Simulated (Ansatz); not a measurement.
A calculation with Ansatz (development build ahead of 0.2.0).

```yaml
crystal:
  periodic: [false, false, false]
  atoms:
    - { symbol: C, position_ang: [-0.60992, -0.16334, -0.17764] }
    - { symbol: C, position_ang: [0.61816, 0.15143, 0.19009] }
    - { symbol: H, position_ang: [-0.82838, -0.54655, -1.16753] }
    - { symbol: H, position_ang: [-1.45153, -0.0495, 0.4954] }
    - { symbol: H, position_ang: [1.46052, 0.04109, -0.48265] }
    - { symbol: H, position_ang: [0.83506, 0.53278, 1.181] }
basis:
  gaussian: { orbitals: def2-SVP }
total_charge: 1
magnetization:
  spin_polarized: true
  initial_magnetization: 1
hamiltonian:
  xc: hf
correlation:
  method: mp2
  frozen_orbitals: { C: 1, H: 0 }
output:
  forces: true
```

The input is written out in the form of the current development build from the run's settings.

Output:

- Converged: yes
- Reference energy: -77.64494 hartree
- Correlation energy: -0.21980 hartree
- Total energy: -77.86473 hartree
- Spin squared of the determinant: 0.754
- Stability test: minimum

Forces (eV/Å):
```json
{"atom": "C1", "Fx": "-5.222", "Fy": "-1.328", "Fz": "-1.564"}
{"atom": "C2", "Fx": "5.221", "Fy": "1.332", "Fz": "1.565"}
{"atom": "H3", "Fx": "-0.061", "Fy": "-0.147", "Fz": "-0.375"}
{"atom": "H4", "Fx": "-0.311", "Fy": "0.046", "Fz": "0.265"}
{"atom": "H5", "Fx": "0.307", "Fy": "-0.045", "Fz": "-0.269"}
{"atom": "H6", "Fx": "0.067", "Fy": "0.142", "Fz": "0.377"}
```

Caution: MP2 on this radical cation hangs on the determinant chosen.
